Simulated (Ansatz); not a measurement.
**C5H11Cl: up Jacob's ladder to CCSD(T)**

One table from this session's results is given with a row withheld; the runs are named, their logs left out.

Computed with Ansatz 0.2.0, Gaussian basis. Level: functionals in def2-TZVPP, the program's frozen cores in correlated methods.

The runs, in order: LDA (SPW92), PBE-D4, revPBE-D4, BLYP-D4, r2SCAN-D4, B97M-V, PBE0-D4, B3LYP-D4, r2SCANh-D4, r2SCAN0-D4, HSE06-D4, BHLYP-D4, CAM-B3LYP-D4, LC-ωPBE, ωB97X-V, ωB97M-V, B2PLYP, PBE-QIDH; CCSD(T)/def2-SVP; CCSD(T)/def2-TZVPP; MP2/def2-QZVPP; extrapolation to the limit; RPA on PBE.

## Structure used throughout

All runs share one geometry, relaxed beforehand with PBE0-D4 in a triple-zeta def2 set.

SMILES `CCCCCCl`, 17 atoms, charge 0, spin multiplicity 1.

Atoms are counted from 1 here; the program's logs count them from 0.

Bond lengths: C1–C2 1.519 Å, C1–H7 1.093 Å, C1–H8 1.092 Å, C1–H9 1.094 Å, C2–C3 1.520 Å, C2–H10 1.096 Å, C2–H11 1.096 Å, C3–C4 1.518 Å, C3–H12 1.095 Å, C3–H13 1.098 Å, C4–C5 1.511 Å, C4–H14 1.098 Å, C4–H15 1.095 Å, C5–Cl6 1.790 Å, C5–H16 1.089 Å, C5–H17 1.091 Å. Angles: C2–C1–H7 111.1°, C2–C1–H8 111.6°, C2–C1–H9 111.1°, H7–C1–H8 107.7°, H7–C1–H9 107.5°, H8–C1–H9 107.7°, C1–C2–C3 112.9°, C1–C2–H10 109.6°, C1–C2–H11 109.6°, C3–C2–H10 109.4°, C3–C2–H11 109.1°, H10–C2–H11 106.0°, C2–C3–C4 112.9°, C2–C3–H12 109.5°, C2–C3–H13 109.4°, C4–C3–H12 109.3°, C4–C3–H13 109.3°, H12–C3–H13 106.2° and more.

The first run:

File in.yaml:

```yaml
crystal:
  periodic: [false, false, false]
  atoms:
    - {symbol: C, position_ang: [-1.557665, -1.643160, -1.193554]}
    - {symbol: C, position_ang: [-0.881092, -1.081282, 0.044377]}
    - {symbol: C, position_ang: [0.060696, 0.069414, -0.268598]}
    - {symbol: C, position_ang: [0.738156, 0.632691, 0.967757]}
    - {symbol: C, position_ang: [1.688082, 1.774295, 0.691919]}
    - {symbol: Cl, position_ang: [0.842202, 3.224389, 0.070570]}
    - {symbol: H, position_ang: [-2.144087, -0.874170, -1.703875]}
    - {symbol: H, position_ang: [-2.232195, -2.465440, -0.944715]}
    - {symbol: H, position_ang: [-0.820979, -2.022017, -1.907558]}
    - {symbol: H, position_ang: [-0.326411, -1.877542, 0.554794]}
    - {symbol: H, position_ang: [-1.641426, -0.738870, 0.755836]}
    - {symbol: H, position_ang: [-0.492947, 0.868132, -0.772793]}
    - {symbol: H, position_ang: [0.826022, -0.268234, -0.979144]}
    - {symbol: H, position_ang: [1.321588, -0.157094, 1.458641]}
    - {symbol: H, position_ang: [-0.013963, 0.959543, 1.693293]}
    - {symbol: H, position_ang: [2.205566, 2.092642, 1.595876]}
    - {symbol: H, position_ang: [2.428472, 1.506715, -0.062826]}
basis:
  gaussian: {orbitals: def2-TZVPP}
hamiltonian: {xc: lda}
output: {orbitals: {seedname: orbitals}}
```

On the command line:

```sh
ansatz run in.yaml --threads 2 --pin off --events-out ev --progress --plain --max-ram 22528MiB --backend cuda --devices 0, --max-vram 18GiB
```

Steps of the session up to this table: LDA; PBE-D4 (GGA); revPBE-D4 (GGA); BLYP-D4 (GGA); r2SCAN-D4 (meta-GGA); B97M-V (meta-GGA); PBE0-D4 (hybrid); B3LYP-D4 (hybrid); r2SCANh-D4 (hybrid); r2SCAN0-D4 (hybrid); HSE06-D4 (hybrid); BHLYP-D4 (hybrid); CAM-B3LYP-D4 (range-separated); LC-ωPBE (range-separated); ωB97X-V (range-separated); ωB97M-V (range-separated); B2PLYP (double hybrid); PBE-QIDH (double hybrid).

One table of the session follows, with a row left open; its other results are not shown here.

It belongs to the step «Orbital energies across the functionals». 

| functional | HOMO (eV) | LUMO (eV) | gap (eV) |
| --- | --- | --- | --- |
| LDA (SPW92) | -6.91 | -0.32 | 6.59 |
| PBE-D4 | -6.80 | -0.10 | 6.70 |
| revPBE-D4 | -6.75 | -0.01 | 6.74 |
| BLYP-D4 | -6.67 | -0.01 | 6.65 |
| r2SCAN-D4 | -7.12 | 0.25 | 7.36 |
| B97M-V | -7.25 | 0.20 | 7.45 |
| PBE0-D4 | -8.21 | 0.97 | 9.18 |
| B3LYP-D4 | ? | ? | ? |
| r2SCANh-D4 | -7.64 | 0.65 | 8.29 |
| r2SCAN0-D4 | -8.42 | 1.23 | 9.64 |
| HSE06-D4 | -7.81 | 0.59 | 8.39 |
| BHLYP-D4 | -9.51 | 1.73 | 11.24 |
| CAM-B3LYP-D4 | -9.62 | 1.88 | 11.51 |
| LC-ωPBE | -11.05 | 3.19 | 14.24 |
| ωB97X-V | -10.68 | 2.98 | 13.66 |
| ωB97M-V | -10.53 | 2.58 | 13.10 |

Estimate the missing values for B3LYP-D4.

Worked estimate for «HOMO (eV)». Against the share of exact exchange, BLYP-D4 (0, -6.67), BHLYP-D4 (0.5, -9.51) give a slope of -5.68 per unit share; at 0.2 the line stands at -7.81.

The run gave: HOMO (eV): -7.96; LUMO (eV): 0.66; gap (eV): 8.62. In «HOMO (eV)» the line misses by +0.15.
